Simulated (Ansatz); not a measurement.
# A barrier at the coupled-cluster level

Start structure (AlH$_{3}$S$_{2}$, singlet), relaxed at PBE0-D4/def2-TZVP:

Al1  (-0.772, 0.352, -0.023)
S2  (0.799, 1.334, 1.128)
S3  (-0.427, -1.503, -1.117)
H4  (0.867, -1.600, -0.765)
H5  (-2.203, 1.003, -0.065)
H6  (1.736, 0.415, 0.841)
(Å)

The step: AlH₃S₂ ([SH][AlH][SH]) → AlHS ([AlH][S]) + H₂S (still joined by a long Al–S bond); bonds formed: S2–H4; bonds broken: S3–H4; bonds weakened to dative contacts: Al1–S2. Program: Ansatz 0.2.0. Basis: def2-TZVPP and def2-QZVPP. Cores are frozen in the correlated methods. Extrapolation: Hartree–Fock as exp(−7.88 √X), correlation as X^−2.97. Energies below are by CCSD(T) at an estimated basis limit (MP2 extrapolated from triple and quadruple zeta, plus CCSD(T) − MP2 in triple zeta).

Question: What are the electronic barrier and the energy of the step, from the start structure to the end structure? (To be estimated.)

Answer: By the calculation: Barrier 40.43 kcal/mol; step energy 38.50 kcal/mol (uphill); reverse barrier, their difference, 1.93 kcal/mol. Barrier and step energy count from the start structure, the reverse barrier from the end structure.

The saddle point: One imaginary mode of 169i cm⁻¹.
| pair | start (Å) | saddle (Å) | end (Å) |
| --- | --- | --- | --- |
| S2–H4 | 3.49 | 1.41 | 1.35 |
| Al1–S2 | 2.18 | 2.50 | 2.54 |
| S3–H4 | 1.34 | 2.28 | 3.12 |

Zero-point energy (harmonic, PBE0-D4): ZPE is 16.28 kcal/mol at the start and 15.55 kcal/mol at the saddle, so the barrier goes from 40.43 to 39.71 kcal/mol.

First-order rate constant out of the start structure at 298 K by transition-state theory, with harmonic vibrational free energies alone and no tunnelling: ΔA‡ = 40.11 kcal/mol, so k = (kB T/h) exp(−ΔA‡/kB T) ≈ 10^-17 s⁻¹ (an order of magnitude at best: rotation, the number of equivalent paths and anharmonicity are left out).

T1 diagnostic: at most 0.018.

Labels in which every atom is bracketed show which atoms are joined, not bond orders.

For scale, one of the runs: CCSD(T)/def2-TZVPP, 168 basis functions, launched by `ansatz run in.yaml --threads 2 --pin off --events-out ev --progress --plain --max-ram 4352MiB`. Time: 15 s of wall clock on 2 CPU threads of an Arm Neoverse V2; the host was shared. Peak host memory: 1.2 GiB.
